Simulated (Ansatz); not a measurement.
A made-up structure of C$_{2}$H$_{5}$Si, doublet:

```json
{"atom": "C1", "x (Å)": "0.3778", "y (Å)": "0.1996", "z (Å)": "-0.8274"}
{"atom": "Si2", "x (Å)": "-1.0046", "y (Å)": "1.1971", "z (Å)": "-0.8129"}
{"atom": "C3", "x (Å)": "0.8326", "y (Å)": "-0.9451", "z (Å)": "0.5915"}
{"atom": "H4", "x (Å)": "-1.8868", "y (Å)": "1.2023", "z (Å)": "0.2998"}
{"atom": "H5", "x (Å)": "-1.3500", "y (Å)": "2.0622", "z (Å)": "-1.8847"}
{"atom": "H6", "x (Å)": "0.0738", "y (Å)": "-0.8331", "z (Å)": "1.3713"}
{"atom": "H7", "x (Å)": "1.8104", "y (Å)": "-0.6905", "z (Å)": "1.0043"}
{"atom": "H8", "x (Å)": "0.8584", "y (Å)": "-1.9859", "z (Å)": "0.2639"}
```

It is relaxed with PBE-D4/def2-SVP and then PBE0-D4/def2-TZVP (Ansatz 0.2.0). Atoms count as bonded within 1.22 times the sum of their covalent radii (H–H: 0.88 Å). The end point is not checked to be a true minimum.

Task: Does its bonding change? (A judgement: the text doesn't fix the answer.)

Result: Computed: Yes. Formed: C1–C3; broken: none.

Where it ends: The first stage lowers the energy by 1.66 eV in 12 steps. It ends as C₂H₅Si ([CH3][C][SiH2]):
C1  (-0.023, 0.064, -0.082)
Si2  (-1.100, 1.192, -0.682)
C3  (0.838, -0.921, 0.542)
H4  (-2.297, 1.638, 0.067)
H5  (-0.925, 1.821, -2.008)
H6  (0.458, -1.208, 1.532)
H7  (1.855, -0.540, 0.688)
H8  (0.906, -1.839, -0.052)
(Å)

Labels in which every atom is bracketed show which atoms are joined, not bond orders.

For scale, one of the runs: PBE0-D4/def2-TZVP relaxation, 129 basis functions, launched by `ansatz run in.yaml --threads 2 --pin off --events-out ev --progress --plain --max-ram 4352MiB`. Hardware: 2 CPU threads of an Arm Neoverse V1, shared host. Wall time about 22 s.
